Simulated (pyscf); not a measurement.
SiH₃• (SMILES [SiH3]) + NH₃ (SMILES N) → H₂N–SiH₂• (SMILES N[SiH2]) + H₂ (SMILES [H][H]), a four-centre exchange (doublet surface; H–Si, H–N broken, N–Si, H–H formed). Optimised with ωB97X-D3(BJ)/def2-SVP in PySCF. Energies in kcal/mol from the separated reactants.

Small-basis levels: PySCF, no dispersion term, spherical d functions. AM1 to PM7: differences of heats of formation from MOPAC, which are fitted to 298 K values and so differ in kind from electronic energies by zero-point and thermal terms. Open shells are spin-unrestricted. 

```
level                   barrier  reaction energy
----------------------  -------  ---------------
HF/3-21G                   53.7             -6.6
HF/6-31G*                  65.5             +0.5
MP2/6-31G*                 51.5             -7.2
PBE/6-31G*                 35.3             -6.7
B3LYP/STO-3G               49.9            -13.6
AM1                        44.9            -21.6
PM6                        16.2            -38.2
ωB97M-D3(BJ)/def2-TZVP     41.3             -6.3
```

Against the last row the barrier runs from -25.0 (PM6) to +24.2 kcal/mol (HF/6-31G*). ωB97M-D3(BJ)/def2-TZVP has limits of its own. On the reactant side the descent ends in a complex (not fully relaxed), 4.1 kcal/mol under the separated species and 44.9 kcal/mol under the saddle at ωB97X-D3(BJ)/def2-TZVP. At the saddle there is also a short H–Si contact that neither side keeps. The same reactants have a lower exit, to H₂N–SiH₃ + H• (barrier +21.2 kcal/mol at ωB97M-D3(BJ)/def2-TZVP, against +41.3 kcal/mol here). One saddle was located; it need not be the lowest between these sides.
